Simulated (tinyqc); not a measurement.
Worked calculation: Hueckel theory of the pi electrons, for the molecule NC=CC=CO (SMILES; centres numbered as the heavy atoms are written). One step of it, computed by the program tinyqc.

Question. Energy, charges, bond orders. E = sum n x; q_r = z_r - P_rr; bond order p = P_rs; free valence = sqrt(3) - sum of p over the bonds of the atom.

x values: [2.145320, 1.842492, 1.266652, 0.302829, -0.797955, -1.669336]

occupations: [2.000000, 2.000000, 2.000000, 2.000000, 0.000000, 0.000000]

charge and bond-order matrix P, order 1N, 2C, 3C, 4C, 5C, 6O:
$$\begin{pmatrix}
1.882158 & 0.345256 & -0.256565 & -0.035001 & 0.180137 & -0.055640 \\
0.345256 & 0.966058 & 0.836090 & -0.040165 & -0.401609 & 0.133032 \\
-0.256565 & 0.836090 & 1.123448 & 0.461431 & -0.083087 & -0.008188 \\
-0.035001 & -0.040165 & 0.461431 & 1.080526 & 0.857145 & -0.207511 \\
0.180137 & -0.401609 & -0.083087 & 0.857145 & 1.014204 & 0.253887 \\
-0.055640 & 0.133032 & -0.008188 & -0.207511 & 0.253887 & 1.933606
\end{pmatrix}$$

Centres:
```
centre  z_r, pi electrons of the neutral centre         h
1N                                            2  1.300000
2C                                            1  0.000000
3C                                            1  0.000000
4C                                            1  0.000000
5C                                            1  0.000000
6O                                            2  1.790000
```

Bonds:
```
i  j         k
1  2  0.770000
2  3         1
3  4         1
4  5         1
5  6  0.720000
```

Give: pi energy = 8 alpha + this times beta; pi charges; Bond orders and lengths from R = 1.517 - 0.180 p; free valence of the carbons; gap between the highest filled and the next level.

Answer.

pi energy = 8 alpha + this times beta = 11.1146

pi charges: 1N 0.1178, 2C 0.0339, 3C -0.1234, 4C -0.0805, 5C -0.0142, 6O 0.0664

Bond orders and lengths from R = 1.517 - 0.180 p (angstrom, C-C alone):
```
bond       p       R
1-2   0.3453       -
2-3   0.8361  1.3665
3-4   0.4614  1.4339
4-5   0.8571  1.3627
5-6   0.2539       -
```

free valence of the carbons: 2C 0.5507, 3C 0.4345, 4C 0.4135, 5C 0.6210

gap between the highest filled and the next level = 1.1008 |beta|
